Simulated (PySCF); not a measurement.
Compound: C₃H₂F₂.
Z-matrix (Å and degrees, PBE0-D3(BJ)/def2-SVP geometry), rows numbered from 1:
```
F 
C   1  1.3023
C   2  1.3000  1  147.91
C   2  1.4463  1  146.09  3   179.08
F   4  1.3702  2  119.87  3   105.20
H   3  1.0864  2  153.41  4  -179.89
H   4  1.1005  2  124.53  3  -107.43
```

Lines to be assigned: C 1s: 291.68 (area 1), 294.00 (area 1), 294.00 (area 1) eV; F 1s: 692.38 (area 1), 694.24 (area 1) eV.

Method used: PySCF, delta-SCF UKS SCAN, pcX-2 on the ionised atom, pcseg-1 elsewhere, spin-free X2C. Geometry: PBE0-D3(BJ)/def2-SVP; no solvent, vibrations or thermal averaging.

(1) Order the fluorine atoms by F 1s binding energy.

Results:

(1) 692.38 eV: F5 (alkyl fluorine); 694.24 eV: F1 (vinyl fluorine). The listed F 1s values span 1.86 eV, from F5 (bonded to C) to F1 (bonded to C). Summing the Pauling electronegativity differences to the bonded atoms, each weighted by its formal bond order, gives -1.43 for the lowest site and -1.43 for the highest; the sum is the same at every site.

Bonded neighbours of each site: F1: C; C2: F, C (double bond) and C; C3: C (double bond), C and H; C4: F, 2 C and H; F5: C.

What is the C 1s shift of C2 against C3?

294.00 − 291.68 = +2.32 eV, or +224 kJ/mol.

The run took 20 s of wall time on an Arm Neoverse V1 with one thread (shared host).
